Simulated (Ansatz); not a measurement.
# fcc Rh

Calculation: PBE-D3(BJ) (Ansatz, an electronic-structure program, PAW).

Run with plane-wave cutoff 520 eV, 24×24×24 k mesh, Fermi–Dirac smearing 0.05 eV, no spin polarisation, scalar-relativistic PAW data made under PBE.

Cell (relaxed at this level):

```cif
data_Rh4
_chemical_formula_sum 'Rh4'
_space_group_name_H-M_alt 'Fm-3m'
_space_group_IT_number 225
_space_group_name_Hall '-F 4 2 3'
_cell_length_a 3.79324
_cell_length_b 3.79324
_cell_length_c 3.79324
_cell_angle_alpha 90.000
_cell_angle_beta 90.000
_cell_angle_gamma 90.000
loop_
_atom_site_label
_atom_site_type_symbol
_atom_site_symmetry_multiplicity
_atom_site_Wyckoff_symbol
_atom_site_fract_x
_atom_site_fract_y
_atom_site_fract_z
_atom_site_occupancy
Rh1 Rh 4 a 0.00000 0.00000 0.00000 1
```
(The calculation used a cell of 1 atom; values per cell refer to that cell.)

* **bulk modulus B0**: 281 GPa
* **band gap**: zero (no gap)
* **pressure derivative B′ of the bulk modulus**: 5.2

Measured, for comparison: bulk modulus 271 GPa (corrected for temperature and zero-point phonon effects, our sources range from 271 to 289; as tabulated in Levämäki et al. (2014), arXiv:1402.3671). Computed (rounded) less measured: bulk modulus +4 % (inside the range of the sources held).

Spin–orbit coupling is not included.

Static lattice: no zero-point or thermal effects.

It cost roughly 30 core-seconds of CPU time.
